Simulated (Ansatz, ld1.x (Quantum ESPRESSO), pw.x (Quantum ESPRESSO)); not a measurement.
# beryllium: does the TM potential hold in the solid?

beryllium (Be), norm-conserving Troullier–Martins (Kleinman–Bylander form), made with ld1.x (Quantum ESPRESSO) 7.5 (LDA (PW92), scalar-relativistic). Core [He], reference 2s2 2p0. Waves: 2s (bound): rc 1.95 bohr; 2p (bound, empty): rc 4.20 bohr; 3d channel at 0.15 Ry: rc 3.30 bohr. Local part: all-electron potential smoothed inside 3.05 bohr (lloc = -2). Core correction: Bessel-smoothed model core, default radius (core density twice the valence density).

Atomic tests: cutoffs needed: 10 Ry and 25 Ry (the cutoffs (Ry, on a coarse ladder) from which the occupation-weighted sum of valence levels, in a spherical-Bessel basis at the reference potential, stays within 10 and 1 mRy of its value at 400 Ry); ghost test: no extra level below or beside the all-electron valence levels (s, p, d, f tested) (spherical-Bessel basis up to 400 Ry, 20 bohr box); largest excitation error: -193 meV (all-electron minus pseudo) for 2s0 2p1, out of 5 test configurations.

Crystal test: sc Be in pw.x 7.5, no spin, 15³ k-points, Fermi–Dirac smearing 0.01 Ry, cutoffs 50/200 Ry. The reference is all-electron LAPW (Ansatz 0.2.0) with the same functional, mesh and smearing; V0 and B0 come from Birch–Murnaghan fits to the pressures at five volumes. Errors are pseudo minus all-electron; Δ is the rms difference of the E(V) curves that follow from these fits, minima aligned, over ±6 % about the mean V0. Mesh and smearing are coarse, so the numbers serve the comparison and aren't converged zero-temperature values; the lattice is a test structure that the element need not adopt.

```tsv
V (Å³/atom)	P all-electron (GPa)	P pseudo (GPa)
9.228	5.32	-22.76
9.471	2.90	-23.14
9.714	0.73	-23.43
9.957	-1.22	-23.65
10.200	-2.97	-23.80
```

All-electron: a0 = 2.140 Å (V0 = 9.80 Å³/atom), B0 = 79.8 GPa.

Pseudopotential: mean pressure error (GPa): -24.31. The pressure does not cross zero within the volumes sampled, so no fit is given. The largest radius (4.20 bohr) exceeds half the bond length (2.02 bohr), so the spheres overlap, which is one possible source of error among others. This is a poor potential for the solid.

Task: At the middle volume, how do free energy and pressure move when the wave cutoff is lowered (ecutrho kept at four times it)?

Result:

```tsv
cutoff (Ry)	shift of F (meV/atom)	shift of P (GPa)
22	+16.5	-0.05
30	+4.6	-0.27
40	+0.1	-0.02
```

The run at the middle volume (120 k-points, 5 iterations) took about 1.6 s on one core of a shared host (Neoverse-V2, 96 threads, 742 GiB, load 38).
